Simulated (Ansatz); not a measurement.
Geometry optimisation, RKS BLYP-D4/def2-SVP in Ansatz 0.2.0.

The input (input.yaml):

```yaml
crystal:
  periodic: [false, false, false]
  atoms:
    - { symbol: C, position_ang: [0.45, -2.129, -0.7829] }
    - { symbol: C, position_ang: [0.0598, -1.1977, -0.0623] }
    - { symbol: C, position_ang: [-0.3735, -0.1434, 0.8008] }
    - { symbol: C, position_ang: [-1.0807, -0.4233, 1.836] }
    - { symbol: S, position_ang: [0.2197, 1.4846, 0.6076] }
    - { symbol: C, position_ang: [0.6794, 1.566, -1.1209] }
    - { symbol: H, position_ang: [0.7291, -2.8723, -1.4383] }
    - { symbol: H, position_ang: [-1.4798, -1.426, 1.9996] }
    - { symbol: H, position_ang: [-1.4777, 0.3421, 2.5856] }
    - { symbol: H, position_ang: [0.9604, 2.5768, -1.3551] }
    - { symbol: H, position_ang: [-0.1692, 1.2537, -1.7345] }
    - { symbol: H, position_ang: [-0.05483, -0.50739, -0.89802] }
basis:
  gaussian: { orbitals: def2-SVP }
hamiltonian:
  xc: blyp
  dispersion: d4
relax:
  f_tol: 0.02
  max_steps: 50
```

Launched with:

```bash
$ ansatz run input.yaml --threads 2 --pin off --max-ram 3072MiB --backend cpu --events-out ev --progress --plain --runs-dir out
```

Problem. Where does it end, and by what steps?

Solution. The run converged. After 19 steps the energy has fallen by 5.511 eV; H12 moved furthest, 1.69 Å. Parted: C2–H12 (1.09 → 2.73 Å). Joined: C6–H12 (2.21 → 1.11 Å).

```json
{"step": "0", "energy less start (eV)": "0.0000", "largest force component (eV/Å)": "5.175", "accepted": "yes"}
{"step": "1", "energy less start (eV)": "-1.4450", "largest force component (eV/Å)": "1.724", "accepted": "yes"}
{"step": "2", "energy less start (eV)": "-2.2149", "largest force component (eV/Å)": "1.664", "accepted": "yes"}
{"step": "3", "energy less start (eV)": "-2.8874", "largest force component (eV/Å)": "2.002", "accepted": "yes"}
{"step": "4", "energy less start (eV)": "-3.6086", "largest force component (eV/Å)": "2.623", "accepted": "yes"}
{"step": "5", "energy less start (eV)": "-4.3918", "largest force component (eV/Å)": "2.273", "accepted": "yes"}
{"step": "6", "energy less start (eV)": "-4.8538", "largest force component (eV/Å)": "2.970", "accepted": "yes"}
{"step": "7", "energy less start (eV)": "-5.0910", "largest force component (eV/Å)": "1.647", "accepted": "yes"}
{"step": "8", "energy less start (eV)": "-5.2661", "largest force component (eV/Å)": "1.423", "accepted": "yes"}
{"step": "9", "energy less start (eV)": "-5.4703", "largest force component (eV/Å)": "1.181", "accepted": "yes"}
{"step": "10", "energy less start (eV)": "-5.4579", "largest force component (eV/Å)": "0.634", "accepted": "no"}
{"step": "11", "energy less start (eV)": "-5.4981", "largest force component (eV/Å)": "0.330", "accepted": "yes"}
{"step": "12", "energy less start (eV)": "-5.5028", "largest force component (eV/Å)": "0.187", "accepted": "yes"}
{"step": "13", "energy less start (eV)": "-5.5083", "largest force component (eV/Å)": "0.086", "accepted": "yes"}
{"step": "14", "energy less start (eV)": "-5.5108", "largest force component (eV/Å)": "0.033", "accepted": "yes"}
{"step": "15", "energy less start (eV)": "-5.5110", "largest force component (eV/Å)": "0.052", "accepted": "yes"}
{"step": "16", "energy less start (eV)": "-5.5104", "largest force component (eV/Å)": "0.120", "accepted": "no"}
{"step": "17", "energy less start (eV)": "-5.5113", "largest force component (eV/Å)": "0.054", "accepted": "yes"}
{"step": "18", "energy less start (eV)": "-5.5114", "largest force component (eV/Å)": "0.021", "accepted": "yes"}
{"step": "19", "energy less start (eV)": "-5.5114", "largest force component (eV/Å)": "0.014", "accepted": "yes"}
```

```xyz
12
Properties=species:S:1:pos:R:3
C 0.351 -2.227 -0.729
C -0.010 -1.355 0.052
C -0.417 -0.292 0.916
C -1.249 -0.474 1.978
S 0.317 1.334 0.638
C 0.463 1.389 -1.194
H 0.659 -3.015 -1.400
H -1.606 -1.480 2.242
H -1.559 0.375 2.603
H 0.964 2.348 -1.422
H -0.532 1.369 -1.678
H 1.083 0.552 -1.567
```

Whether the end is a true minimum wasn't checked by a vibrational analysis.

Run time: 35 s on 2 threads of AMD EPYC 9R14 (Zen 4), with other jobs on the host, peak memory 0.18 GiB.
